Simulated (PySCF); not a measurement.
**LiSi: a base run and its variants**

Base input, run as `OMP_NUM_THREADS=1 python input.py` with PySCF 2.14:

```python
from pyscf import gto, dft

mol = gto.M(
    atom='Li 0 0 0; Si 0 0 2.16',
    basis='6-31g',
    charge=0,
    spin=3,
    verbose=3,
)
mf = dft.UKS(mol, xc='hcth407')
mf.kernel()
mf.stability(internal=True, external=True)
mf.dip_moment()
print('orbital energies (hartree):', [e[max(0, n-3):n+3].round(4) for e, n in zip(mf.mo_energy, mol.nelec)])
```

Base result: E(SCF) = -296.926380 Eh, ⟨S²⟩ = 3.764, μz(SCF) = -5.38 D, internal stable; real -> complex stable. The bond length is a typed value, not an optimised one. No search for the lowest solution was made.

Run time: 4.7 s on 1 thread of Arm Neoverse V1 (shared host), peak memory 0.2 GiB.

Each row names what differs from the base; energies in brackets are changes from the base.

| change | result | wall time (s) |
| --- | --- | --- |
| basis set: 6-31g → 6-311g** | E(SCF) = -296.957594 Eh (-0.8494 eV), ⟨S²⟩ = 3.766, μz(SCF) = -5.51 D, internal stable; real -> complex stable | 16 |
| geometry: bond 2.16 → bond 4.32 | E(SCF) = -296.880469 Eh (+1.2493 eV), ⟨S²⟩ = 3.758, μz(SCF) = -7.30 D, internal stable; real -> complex stable | 3.9 |
| PCM solvent, dielectric constant: none → 2.27; step after the SCF: stability → analyze | E(SCF) = -296.935461 Eh (-0.2471 eV), ⟨S²⟩ = 3.764, μz(SCF) = -6.52 D | 2.7 |
| cycle limit: 50 → 1 [unsound on purpose] | not converged: SCF | 3.5 |
| convergence threshold: default → 0.001 [unsound on purpose] | E(SCF) = -296.926308 Eh (+0.0020 eV), ⟨S²⟩ = 3.764, μz(SCF) = -5.57 D, internal stable; real -> complex stable | 4.2 |
| step after the SCF: stability → optimize | E(SCF) = -296.926380 Eh (+0.0000 eV), ⟨S²⟩ = 3.764, all at the start geometry; optimised bond 2.409 Å with E = -296.932339 Eh after 6 steps | 6.7 |
| functional: hcth407 → pbe | E(SCF) = -296.715858 Eh, ⟨S²⟩ = 3.750, μz(SCF) = -4.94 D, internal stable; real -> complex stable | 4 |
| spin (2S): 3 → 1 [spin-contaminated] | E(SCF) = -296.898372 Eh (+0.7621 eV), ⟨S²⟩ = 1.752, μz(SCF) = -4.98 D, internal unstable; real -> complex stable | 3.8 |
| basis set: 6-31g → 6-31g(3d) | E(SCF) = -296.931802 Eh (-0.1475 eV), ⟨S²⟩ = 3.765, μz(SCF) = -5.33 D, internal stable; real -> complex stable | 20 |
| functional: hcth407 → hse06 | E(SCF) = -296.766502 Eh, ⟨S²⟩ = 3.750, μz(SCF) = -5.31 D, internal stable; real -> complex stable | 8.1 |
| geometry: bond 2.16 → bond 2.7 | E(SCF) = -296.927706 Eh (-0.0361 eV), ⟨S²⟩ = 3.763, μz(SCF) = -6.88 D, internal stable; real -> complex stable | 4.2 |
| basis set: 6-31g → cc-pvtz-f13 [unsound on purpose] | stops with BasisNotFoundError (cc-pvtz-f13) | 0.72 |
| initial guess: minao → mod_huckel | E(SCF) = -296.926380 Eh (+0.0000 eV), ⟨S²⟩ = 3.764, μz(SCF) = -5.38 D, internal stable; real -> complex stable | 5 |
| charge: 0 → 1; spin (2S): 3 → 2 [another spin of the ion may lie lower] | E(SCF) = -296.662231 Eh (+7.1879 eV), ⟨S²⟩ = 2.005, internal stable; real -> complex stable | 3.6 |
| basis set: 6-31g → cc-pcvdz | E(SCF) = -296.955101 Eh (-0.7815 eV), ⟨S²⟩ = 3.765, μz(SCF) = -5.20 D, internal stable; real -> complex stable | 14 |
| geometry: bond 2.16 → bond 10 [unsound on purpose] [spin-contaminated] | E(SCF) = -296.703157 Eh (+6.0742 eV), ⟨S²⟩ = 4.750, μz(SCF) = 0.00 D, internal stable; real -> complex stable | 5.5 |
| spin-free X2C: off → on [basis contracted without relativity] | E(SCF) = -297.472018 Eh, ⟨S²⟩ = 3.764, μz(SCF) = -5.38 D, internal stable; real -> complex stable | 4.6 |
| cycle limit: 50 → 5 | not converged: SCF | 4.4 |
| functional: hcth407 → pw6b95 | E(SCF) = -297.164908 Eh, ⟨S²⟩ = 3.750, μz(SCF) = -5.27 D, internal stable; real -> complex stable | 7.3 |
| functional: hcth407 → bhandhlyp | E(SCF) = -296.885455 Eh, ⟨S²⟩ = 3.751, μz(SCF) = -5.49 D, internal stable; real -> complex stable | 4.1 |

**Question.** Order these changes by how far they move the SCF energy from the base, largest first: (1) PCM solvent, dielectric constant: none → 2.27; step after the SCF: stability → analyze; (2) geometry: bond 2.16 → bond 2.7; (3) geometry: bond 2.16 → bond 4.32; (4) initial guess: minao → mod_huckel.

**Answer.** (3) +1.2493 eV, (1) -0.2471 eV, (2) -0.0361 eV, (4) +0.0000 eV.
